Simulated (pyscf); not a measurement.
H₃Si–AsH–SiH₃ (SMILES [SiH3][AsH][SiH3]) + SiH₂ (SMILES [SiH2]) [singlet] → H₃Si–As(SiH₃)–SiH₃ (SMILES [SiH3][As]([SiH3])[SiH3]) (insertion; singlet surface; As–H broken, As–Si, H–Si formed). Single points on ωB97X-D3(BJ)/def2-SVP structures (PySCF, gas phase). Energies in kcal/mol from the separated reactants.

```json
[
 {"level": "ωB97X-D3(BJ)/def2-TZVP", "barrier": "-11.7", "reaction energy": "-75.0"},
 {"level": "B3LYP-D3(BJ)/def2-TZVP", "barrier": "-9.2", "reaction energy": "-66.3"},
 {"level": "PBE0-D3(BJ)/def2-TZVP", "barrier": "-15.2", "reaction energy": "-71.4"},
 {"level": "M06-2X/def2-TZVP", "barrier": "-9.5", "reaction energy": "-66.9"},
 {"level": "ωB97M-D3(BJ)/def2-TZVP", "barrier": "?", "reaction energy": "-64.9"},
 {"level": "HF/def2-TZVP", "barrier": "?", "reaction energy": "?"}
]
```

Task: Some entries are withheld; supply them.

Result: 
- ωB97M-D3(BJ)/def2-TZVP, barrier: -6.0
- HF/def2-TZVP, barrier: 14.6
- HF/def2-TZVP, reaction energy: -58.8

On the reactant side the descent ends in an adduct with a As–Si contact, 14.3 kcal/mol under the separated species and 2.6 kcal/mol under the saddle at ωB97X-D3(BJ)/def2-TZVP. At ωB97X-D3(BJ), B3LYP-D3(BJ), PBE0-D3(BJ), M06-2X, ωB97M-D3(BJ) the saddle lies under the separated reactants, which points to a path from their complex (located at ωB97X-D3(BJ) alone). What is counted as formed (As–Si) is already present as a longer contact in the reactant adduct; forming that adduct is a step of its own. One saddle was located; it need not be the lowest between these sides. Elements up to Kr have no core potential and no relativistic terms here.
